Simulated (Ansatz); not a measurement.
# Bismuth, A7 rhombohedral under r²SCAN: convergence with the plane-wave cutoff

How high must the plane-wave cutoff be for energy and pressure to settle? The geometry was relaxed under r²SCAN beforehand and stays fixed; 9 values are run, from 150 to 800 eV. Wanted are the values from which on the energy stays within 10 and 1 meV/atom, and the pressure within 0.5 GPa, of the last run. Within the series other settings stay, but some runs also write fields, which adds to their time. Spin polarisation is left out.

Method: DFT r²SCAN, plane waves with PAW, scalar-relativistic, in Ansatz 0.2.0.

## (1) The starting structure

It takes space group R-3m (No. 166, trigonal). The conventional cell has a = 4.535 Å, b = 4.535 Å, c = 12.350 Å, α = 90.00°, β = 90.00°, γ = 120.00°. Bi (site symmetry 3m) has 3 Bi at 3.07 Å as nearest neighbours.

Coordinates:

```
Bi
1.0
     2.26726    1.30900    4.11667
    -2.26726    1.30900    4.11667
     0.00000   -2.61800    4.11667
Bi
2
Direct
  0.23171 0.23171 0.23171
  0.76829 0.76829 0.76829
```

## (2) The usual settings first

File input.yaml:

```yaml
crystal:
  lattice:
    - [2.2672586491, 1.3090023913, 4.1166667488]
    - [-2.2672586491, 1.3090023913, 4.1166667488]
    - [0.0, -2.6180047827, 4.1166667487]
  atoms:
    - { symbol: Bi, position: [0.2317091399, 0.2317091399, 0.2317091399] }
    - { symbol: Bi, position: [0.7682908601, 0.7682908601, 0.7682908601] }
hamiltonian:
  xc: r2scan
  pseudopotentials:
    kind: paw
    azcp:
      Bi: "pseudopotentials/Bi.paw.azcp"
basis:
  ecutwfc: 500
  fft_grid_basis: typed
kpoints:
  mp_grid: { grid: [14, 14, 14], shift: [0, 0, 0] }
magnetization:
  spin_polarized: false
scf:
  occupations: { method: fermi_dirac, width: 0.1 }
  lower_state_search: "off"
output:
  stress: true
```

The run is started by

```console
> ansatz run input.yaml --threads 2 --pin off --max-ram 5120MiB --backend cpu --events-out ev --progress --plain --runs-dir out
```

## (3) Cutoff 150 eV

The run at 150 eV.

Edit input.yaml of step 2 so:

```diff
@@ -15,6 +15,6 @@
 basis:
-  ecutwfc: 500
+  ecutwfc: 150
   fft_grid_basis: typed
 kpoints:
-  mp_grid: { grid: [14, 14, 14], shift: [0, 0, 0] }
+  mp_grid: { grid: [9, 9, 9], shift: [0, 0, 0] }
 magnetization:
@@ -26 +26,5 @@
   stress: true
+  write_density: true
+  write_potential: true
+  elf: true
+  volumetric_format: npy
```

## (4) Cutoff 200 eV

The run at 200 eV.

Edit input.yaml of step 3 so:

```diff
@@ -15,3 +15,3 @@
 basis:
-  ecutwfc: 150
+  ecutwfc: 200
   fft_grid_basis: typed
@@ -26,5 +26 @@
   stress: true
-  write_density: true
-  write_potential: true
-  elf: true
-  volumetric_format: npy
```

## (5) Cutoff 250 eV

The run at 250 eV.

Edit input.yaml of step 4 so:

```diff
@@ -15,3 +15,3 @@
 basis:
-  ecutwfc: 200
+  ecutwfc: 250
   fft_grid_basis: typed
@@ -26 +26,5 @@
   stress: true
+  write_density: true
+  write_potential: true
+  elf: true
+  volumetric_format: npy
```

## (6) Cutoff 300 eV

The run at 300 eV.

Edit input.yaml of step 5 so:

```diff
@@ -15,3 +15,3 @@
 basis:
-  ecutwfc: 250
+  ecutwfc: 300
   fft_grid_basis: typed
@@ -26,5 +26 @@
   stress: true
-  write_density: true
-  write_potential: true
-  elf: true
-  volumetric_format: npy
```

## (7) Cutoff 350 eV

The run at 350 eV.

Edit input.yaml of step 6 so:

```diff
@@ -15,3 +15,3 @@
 basis:
-  ecutwfc: 300
+  ecutwfc: 350
   fft_grid_basis: typed
@@ -26 +26,5 @@
   stress: true
+  write_density: true
+  write_potential: true
+  elf: true
+  volumetric_format: npy
```

## (8) Cutoff 420 eV

The run at 420 eV.

Edit input.yaml of step 7 so:

```diff
@@ -15,3 +15,3 @@
 basis:
-  ecutwfc: 350
+  ecutwfc: 420
   fft_grid_basis: typed
```

## (9) Cutoff 500 eV

The run at 500 eV.

Edit input.yaml of step 8 so:

```diff
@@ -15,3 +15,3 @@
 basis:
-  ecutwfc: 420
+  ecutwfc: 500
   fft_grid_basis: typed
@@ -26,5 +26 @@
   stress: true
-  write_density: true
-  write_potential: true
-  elf: true
-  volumetric_format: npy
```

## (10) Cutoff 600 eV

The run at 600 eV.

Edit input.yaml of step 9 so:

```diff
@@ -15,3 +15,3 @@
 basis:
-  ecutwfc: 500
+  ecutwfc: 600
   fft_grid_basis: typed
```

## (11) Cutoff 800 eV

The run at 800 eV.

Edit input.yaml of step 10 so:

```diff
@@ -15,3 +15,3 @@
 basis:
-  ecutwfc: 600
+  ecutwfc: 800
   fft_grid_basis: typed
```

(Steps that only read results are left out.)

Q: Predict the outcome of this session.

As calculated:

| quantity | value |
| --- | --- |
| E(σ → 0) stays within 10 meV/atom of 800 eV | from 350 eV on |
| E(σ → 0) stays within 1 meV/atom | from 500 eV on |
| pressure stays within 0.5 GPa | from 300 eV on |
| pressure at 800 eV | 0.01 GPa |
| CPU time, dearest over cheapest | 5.4 |
| run at the usual settings (mesh 14×14×14 against the series' 9×9×9, 500 eV) | +4.8 meV/atom from 800 eV, 0.06 GPa |

The far end, 150 eV, lies +70594 meV/atom and +8.7 GPa from the yardstick. Each step up in cutoff lowers the energy. Total energies within 1 meV/atom need 500 eV; differences between like structures often settle sooner. The cell taken over is 4 % larger than the measured one (35.39 Å³/atom, COD).
